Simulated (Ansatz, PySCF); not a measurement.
Gas-phase enthalpy of formation at 298 K, by the atomisation route, of FOF (SMILES; OF2). Geometries: B3LYP-D3(BJ)/def2-TZVP minima from Ansatz (a program for electronic structure). Correlated levels leave the core frozen unless marked. UHF or UKS for open shells. Spin-orbit coupling is left out. No relativistic terms. Basis-set limits of correlation are two-point, X^-3; Hartree-Fock from the larger set. Unstable Hartree-Fock reference: FOF. Thermal terms are rigid-rotor harmonic-oscillator values from B3LYP-D3(BJ) frequencies (PySCF) at 298.15 K and 1 atm. 1 Eh = 627.5095 kcal/mol.

```tsv
species	count	E, CCSD(T)/CBS(cc-pVTZ,cc-pVQZ) (Ansatz) (Eh)	E, PBE/def2-TZVPD (Ansatz) (Eh)	measured ΔHf at 0 K (kcal/mol)	H(298) - H(0) of the element (kcal/mol)
FOF	1	-274.48265	-274.54769	-	-
F atom	2	-99.66606	-99.67049	18.47	1.05
O atom	1	-75.00383	-75.01069	58.99	1.04
```

Molecule: zero-point energy 3.41, H(298) - H(0) 2.58 kcal/mol. The route leaves out scalar relativity and anharmonic zero-point terms, the atoms' spin-orbit terms, and in the frozen-core level the core correlation. Atomic data: G2/97 table in ASE.

Q: Work out De, D0 and ΔHf at 0 and 298 K at both levels, and their errors against the measured value.

A: 
The atoms' values sum to 95.93 (0 K) and 3.14 (thermal), in kcal/mol.
- CCSD(T)/CBS(cc-pVTZ,cc-pVQZ): De = 92.06; D0 = 92.06 - 3.41 = 88.65; ΔHf(0 K) = 95.93 - 88.65 = 7.28; ΔHf(298 K) = 7.28 + 2.58 - 3.14 = 6.72; error +0.8.
- PBE/def2-TZVPD: De = 123.00; D0 = 123.00 - 3.41 = 119.59; ΔHf(0 K) = 95.93 - 119.59 = -23.66; ΔHf(298 K) = -23.66 + 2.58 - 3.14 = -24.22; error -30.1.
Measured: 5.9 kcal/mol (Active Thermochemical Tables 1.112 (ions: stationary electron), as tabulated in the package chemicals).
